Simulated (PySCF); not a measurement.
Structure problem from calculated spectra and properties.

Formula: C5H12N; charge +1.

| Item | Value |
| --- | --- |
| Valence photoelectron | vertical ionisation energy: 15.85 eV [ΔSCF PBE0/def2-SVPD] |
| 13C NMR | chemical shifts (computed TMS as zero) by class: 58.2 (1 C), 53.3 (1 C), 31.8 (1 C), 31.6 (1 C), 23.3 (1 C) ppm [GIAO B97-2/pcSseg-1] |
| Rotational structure | rotational constants A, B, C: 5.583, 3.141, 2.447 GHz [PBE0-D3(BJ)/def2-SVP] |
| NMR, other nuclei | isotropic shieldings of nuclei other than C and H, by class: 189 (1 N) ppm [GIAO B97-2/pcSseg-1] |
| Triplet | lowest triplet excitation (Tamm–Dancoff): 8.05 eV [TDA PBE0/def2-SVPD] |
| UV, strongest line | among the 10 lowest singlet transitions: S9 at 9.78 eV (127 nm, f = 0.018) [TDDFT PBE0/def2-SVPD] |
| 1H NMR | chemical shifts (computed TMS as zero) by class: 4.48 (1 H), 4.18 (1 H), 3.85 (1 H), 3.36 (1 H), 3.36 (1 H), 3.23 (1 H), 2.93 (1 H), 2.93 (1 H), 1.82 (1 H), 1.42 (3 H) ppm [GIAO B97-2/pcSseg-1] |
| Couplings | largest of the computed one-bond spin–spin couplings (means over like bonds): 13C–1H +157.7, 13C–1H +157.1, 13C–1H +153.7, 13C–1H +153.3, 13C–1H +147.7, 13C–1H +145.1, 13C–1H +140.8, 13C–1H +136.1 (×3) Hz [B3LYP/pcJ-1, spin–dipole term left out] |
| Polarisability | 60.7 au [PBE0/def2-SVPD] |

Electronic properties: PySCF, gas phase, density fitting. Levels stand in brackets. Isolated species at its PBE0-D3(BJ)/def2-SVP geometry (one conformer only). NMR classes are plain means over equivalent atoms (diastereotopic ones count apart unless rotation or inversion swaps them), as if these changed places fast.

Q: Give a SMILES that accounts for the data.

A: Numbering: `[CH3:1][C@@H:2]1[CH2:3][CH2:4][NH2+:5][CH2:6]1`. 5 carbons fall into 5 classes; from least to most shielded: ring sp3 carbon bound to nitrogen [C6] (58.2 ppm), ring sp3 carbon bound to nitrogen [C4] (53.3 ppm), ring CH2 carbon [C3] (31.8 ppm), sp3 CH carbon [C2] (31.6 ppm), methyl carbon [C1] (23.3 ppm). Hydrogen classes from least to most shielded: 1 H on an ammonium nitrogen, N5 (4.48 ppm), 1 H on an ammonium nitrogen, N5 (4.18 ppm), 1 H on an sp3 carbon bound to nitrogen, C4 (3.85 ppm), 1 H on an sp3 carbon bound to nitrogen, C6 (3.36 ppm), 1 H on an sp3 carbon bound to nitrogen, C6 (3.36 ppm), 1 H on an sp3 carbon bound to nitrogen, C4 (3.23 ppm), 1 H on an sp3 CH carbon, C2 (2.93 ppm), 1 H on a ring CH2 carbon, C3 (2.93 ppm), 1 H on a ring CH2 carbon, C3 (1.82 ppm), 3 H on a methyl carbon, C1 (1.42 ppm, a mean of values up to 0.9 ppm apart in this geometry). The other shieldings belong to: 189 ppm, ammonium nitrogen [N5]. The couplings run between: +157.7 Hz, sp3 carbon bound to nitrogen [C4] and its hydrogen; +157.1 Hz, sp3 carbon bound to nitrogen [C6] and its hydrogen; +153.7 Hz, sp3 carbon bound to nitrogen [C6] and its hydrogen; +153.3 Hz, sp3 carbon bound to nitrogen [C4] and its hydrogen; +147.7 Hz, ring CH2 carbon [C3] and its hydrogen; +145.1 Hz, sp3 CH carbon [C2] and its hydrogen; +140.8 Hz, ring CH2 carbon [C3] and its hydrogen; +136.1 Hz, methyl carbon [C1] and its hydrogen (with 2 like pairs). The first electron is taken from the HOMO, whose largest Löwdin shares are 0.24 on the sp3 CH carbon, 0.17 on the methyl carbon, 0.14 on the methine hydrogen and 0.12 on the ring CH2 carbon. The optimised geometry has point group C1 and is an asymmetric top. Structure: `C[C@@H]1CC[NH2+]C1`. Computed isomers that give other values at the same levels: `C[NH+]1CCCC1` (rotational constant A: 6.377 GHz; this holds for the one conformer computed); `C[NH2+]CC1CC1` (rotational constant A: 10.160 GHz; this holds for the one conformer computed); `C=CC[NH+](C)C` (rotational constant A: 6.054 GHz; this holds for the one conformer computed). The assignments are read from this structure; whether some other isomer fits the data as well wasn't checked. The mirror image fits equally.
